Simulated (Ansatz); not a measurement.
Sb2O3 (Pccn, No. 56)

Computed with LDA (Ansatz, an electronic-structure program, plane waves, PAW).

Run with plane-wave cutoff 500 eV, 8×4×8 k mesh (along the axes of the cell as run), gaussian smearing 0.02 eV, scalar-relativistic PAW data made under PBE.

Cell (relaxed at this level):

```
CELL_PARAMETERS angstrom
      4.79780     0.00000     0.00000
      0.00000    12.14456     0.00000
      0.00000     0.00000     5.33402
ATOMIC_POSITIONS crystal
  Sb 0.96794 0.87275 0.17909
  Sb 0.03206 0.12725 0.82091
  Sb 0.53206 0.62725 0.17909
  Sb 0.46794 0.37275 0.82091
  Sb 0.46794 0.12725 0.32091
  Sb 0.53206 0.87275 0.67909
  Sb 0.03206 0.37275 0.32091
  Sb 0.96794 0.62725 0.67909
  O  0.75000 0.75000 0.00274
  O  0.25000 0.25000 0.99726
  O  0.25000 0.25000 0.49726
  O  0.75000 0.75000 0.50274
  O  0.85567 0.94379 0.84820
  O  0.14433 0.05621 0.15180
  O  0.64433 0.55621 0.84820
  O  0.35567 0.44379 0.15180
  O  0.35567 0.05621 0.65180
  O  0.64433 0.94379 0.34820
  O  0.14433 0.44379 0.65180
  O  0.85567 0.55621 0.34820
```

```json
{
  "band_gap": "1.71 eV (on the SCF k mesh)"
}
```

Note: the relaxation could not lower the start's symmetry, so the cell can be a saddle point above a distorted one; the volume lies 6 % below that of the published cell.

Spin–orbit coupling is not included.

Computed values are for the static lattice.
